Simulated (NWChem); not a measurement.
System: acetonitrile (C2H3N); SMILES CC#N

Computed with NWChem. Level Hartree-Fock/def2-SVP: optimisations from one semi-empirical or force-field start; each run changes one setting, and all end within 0.3 mHa of each other.

```json
[
 {"setting": "redundant internal coordinates, default thresholds", "optimisation steps": "3"},
 {"setting": "trust radius 0.05", "optimisation steps": "3"},
 {"setting": "loose thresholds", "optimisation steps": "3"},
 {"setting": "tight thresholds", "optimisation steps": "6"},
 {"setting": "symmetry off", "optimisation steps": "3"}
]
```
